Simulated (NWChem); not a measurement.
**Lowest excitation of NO (+1)**

```
N
O 1 1.0599
```
Charge +1, spin multiplicity 1.

All runs are NWChem calculations. All single points use one geometry, from PBE0/def2-SVP, a minimum by its harmonic frequencies.

Basis set: def2-SVPD.

| method | lowest vertical singlet excitation energy (eV) | relative cost | difference from EOM-CCSD |
|---|---|---|---|
| TD-LDA (SVWN5) | 9.66 | 1 | -0.55 |
| TD-PBE | 9.77 | under 3 | -0.44 |
| CIS | 9.54 | under 3 | -0.67 |
| TD-B3LYP | 9.84 | under 3 | -0.37 |
| EOM-CCSD | 10.21 | 10 | 0.00 |

The values span 0.67 eV, from CIS (lowest) to EOM-CCSD (highest). Costs are rough ratios of processor time within this set of runs, SCF included, with TD-LDA (SVWN5) as 1.

The correlated methods keep 2 core orbitals frozen. B3LYP has NWChem's definition, with VWN1-RPA local correlation. The structure started from a generated list of species. Coupled-cluster values serve here as a point of comparison, not as the truth.
